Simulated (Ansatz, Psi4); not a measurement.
C4N2 (2-butynedinitrile): from total energies to a heat of formation

C4N2 has 6 atoms, charge 0, and is taken as a singlet. SMILES: `N#CC#CC#N`. The shape is that of a PBE0-D4/def2-TZVP optimisation.

Total energies at CCSD(T)/cc-pVDZ, 6 core orbitals frozen (Psi4 1.11); the atoms run unrestricted:

| species | state | energy (Eh) |
| --- | --- | --- |
| C4N2 | singlet | -261.129833 |
| N | quartet | -54.478502 |
| C | triplet | -37.760377 |

Harmonic wavenumbers at PBE0-D4/def2-TZVP, in cm⁻¹: 114, 114, 287, 287, 517, 517, 567, 567, 623, 1200, 2243, 2375, 2415.

Measured heats of formation of the gaseous atoms at 298.15 K, in kJ/mol: N 472.4, C 716.9. Spin-orbit lowering of the atoms at 298 K (mean of the ground term's levels less their thermal mean, from spectra), in kJ/mol: C 0.02. Take 1 Eh = 2625.50 kJ/mol, 1 cm⁻¹ = 0.0119627 kJ/mol, RT = 2.479 kJ/mol.

Problem. Work out the heat of formation of the gas at 298 K.

Solution. 
1. Electronic atomisation energy: 2 × (-54.478502) + 4 × (-37.760377) − (-261.129833) = 1.131321 Eh = 2970.3 kJ/mol.
2. Zero-point energy: half the sum of the wavenumbers, 5913 cm⁻¹ = 70.7 kJ/mol.
3. Thermal vibrational enthalpy, Σ hcν̃/(exp(hcν̃/kT) − 1): 8.5 kJ/mol. Translation, rotation and pV of a linear molecule: 3.5 RT = 8.7 kJ/mol.
4. The 6 free atoms carry 5/2 RT each: 37.2 kJ/mol.
5. Spin-orbit coupling lowers the free atoms by 4 × 0.02 = 0.1 kJ/mol.
6. Atomisation enthalpy at 298 K: 2970.3 − 0.1 − 70.7 − 8.5 − 8.7 + 37.2 = 2919.5 kJ/mol.
7. Sum of the atoms' heats of formation: 3812.4 kJ/mol. Heat of formation: 3812.4 − 2919.5 = +892.9 kJ/mol.

The tabulated value is +533.5 kJ/mol (NIST-JANAF tables), so this level is off by +359.4 kJ/mol, or 11.0 % of the atomisation enthalpy that the table implies (3278.9 kJ/mol). Coupled cluster needs large bases for atomisation: in a finite one the molecule is underbound. A double-zeta basis underbinds. Anharmonicity and any spin-orbit splitting of the molecule are left out, and so is core correlation.
